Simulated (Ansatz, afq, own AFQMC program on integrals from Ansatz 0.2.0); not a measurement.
## Where AFQMC and coupled cluster stand for SiO, triplet

```xyz
2

Si    0.0000    0.0000    0.0000
O     0.0000    0.0000    1.7235
```

Basis 6-31G. Only valence electrons are correlated. AFQMC by an in-house program on the Cholesky factors that Ansatz 0.2.0 writes for its CCSD(T) run. ph-AFQMC/CISD is guided by a CISD state made of CCSD amplitudes; releasing the constraint for a short imaginary time cuts its bias at the price of noise, slowly where states lie close. Error bars are statistical, one sigma.

Determinant: UHF, the one that the program's search chose, which needn't be the lowest solution. The geometry is a PBE0/def2-TZVP stationary point of this or a neighbouring charge and spin state.

Full CI on the same integrals is exact in this basis and with this determinant's frozen core.

Cautions: another spin lies lower (by 3.24 eV); the CCSDT(Q) amplitudes may be one of several solutions (largest double 0.69); the CCSDTQ amplitudes may be one of several solutions (largest double 0.75); the released energy hasn't reached full CI (173 meV above it at 2.40 1/Eh), so no released level is given (meV from the phaseless value at times in 1/Eh: 13 ± 9 at 0.24, 7 ± 9 at 0.51, -14 ± 11 at 0.99, -43 ± 13 at 1.62, -14 ± 13 at 2.40); the determinant fills πx and πy unequally, so it mixes two states of the linear molecule, and each level undoes that mixture to a different degree, while full CI gives the lower state.

The T1 diagnostic is 0.0230, the weight of the determinant in the CISD state is 0.903 and the ⟨S²⟩ of the determinant is 2.013. The size of the correlated space is 10 electrons in 16 orbitals.

Reference: full CI, correlation energy -3.900 eV. The cautions show a poor starting determinant, so the rows tell how each method copes with it here, and full CI is the sure value.

```
        level  E − E(reference) (kJ/mol)  share of correlation (%)
           HF                      376.3                      0.00
          MP2                       73.8                     80.39
         CCSD                       30.6                     91.88
      CCSD(T)                       20.4                     94.57
        CCSDT                        3.4                     99.09
     CCSDT(Q)                       -0.9                    100.24
       CCSDTQ                        0.3                     99.92
  ph-AFQMC/HF                 20.6 ± 2.7                     94.52
ph-AFQMC/CISD                 18.1 ± 0.9                     95.20
```

CCSDT and higher add their correlation energy to the determinant of the CCSD(T) run, since their own runs factorise the integrals more tightly (a shift of under 2 meV).
